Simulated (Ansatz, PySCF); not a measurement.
Gas-phase enthalpy of formation at 298 K, by the atomisation route, of CCCC (SMILES; C4H10). Geometries: B3LYP-D3(BJ)/def2-TZVP minima from Ansatz (a quantum-chemistry and plane-wave program), one conformer each, not searched for the lowest. Cores are frozen in the correlated levels unless marked. Open shells are spin-unrestricted. No spin-orbit coupling. No relativistic terms. CBS(X,Y): correlation extrapolated as X^-3; Hartree-Fock from the larger set. The bracket is a focal-point correction in the basis named. Thermal terms are rigid-rotor harmonic-oscillator values from B3LYP-D3(BJ) frequencies (PySCF) at 298.15 K and 1 atm. 1 Eh = 627.5095 kcal/mol.

```csv
species,count,"E, RI-MP2/CBS(cc-pVTZ,cc-pVQZ)+[CCSD(T)-MP2]/cc-pVTZ (Ansatz) (Eh)","E, PBE/def2-TZVPD (Ansatz) (Eh)",measured ΔHf at 0 K (kcal/mol),H(298) - H(0) of the element (kcal/mol)
CCCC,1,-158.23877,-158.27138,-,-
C atom,4,-37.79136,-37.79605,169.98,0.25
H atom,10,-0.49995,-0.49962,51.63,1.01
```

Molecule: zero-point energy 82.59, H(298) - H(0) 4.22 kcal/mol. The route leaves out scalar relativity and anharmonic zero-point terms, the atoms' spin-orbit terms, and in the frozen-core level the core correlation. Atomic data: G2/97 table in ASE.

Measured: -30.1 kcal/mol (Active Thermochemical Tables 1.112 (ions: stationary electron), as tabulated in the package chemicals).

Work out De, D0 and ΔHf at 0 and 298 K at both levels, and their errors against the measured value.


The atoms' values sum to 1196.22 (0 K) and 11.10 (thermal), in kcal/mol.
- RI-MP2/CBS(cc-pVTZ,cc-pVQZ)+[CCSD(T)-MP2]/cc-pVTZ: De = 1301.35; D0 = 1301.35 - 82.59 = 1218.76; ΔHf(0 K) = 1196.22 - 1218.76 = -22.54; ΔHf(298 K) = -22.54 + 4.22 - 11.10 = -29.42; error +0.7.
- PBE/def2-TZVPD: De = 1312.11; D0 = 1312.11 - 82.59 = 1229.52; ΔHf(0 K) = 1196.22 - 1229.52 = -33.30; ΔHf(298 K) = -33.30 + 4.22 - 11.10 = -40.18; error -10.1.
